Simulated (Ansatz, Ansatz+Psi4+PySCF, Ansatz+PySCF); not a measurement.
```xyz
2

Be    0.0000    0.0000    0.2697
H     0.0000    0.0000   -1.0786
```

Basis set: cc-pVTZ on H; cc-pCVTZ on Be (spherical functions). All electrons are correlated. Correlation on ROHF uses semicanonical orbitals with singles. Charge 0, multiplicity 2.

Computed with Ansatz (development build ahead of 0.2.0); each method stands on the lowest determinant of its kind that the runs found.

The atomization energy at this shape (free ground-state atoms in the same class of orbitals less the molecule, no zero-point energy) of doublet BeH:

```json
{"method": "UHF-MP2", "atomization energy": "2.40 eV"}
{"method": "ROHF-MP2", "atomization energy": "2.30 eV"}
```

(1) What does UHF-CCSD(T) give?

## Answers

(1) 2.13 eV.
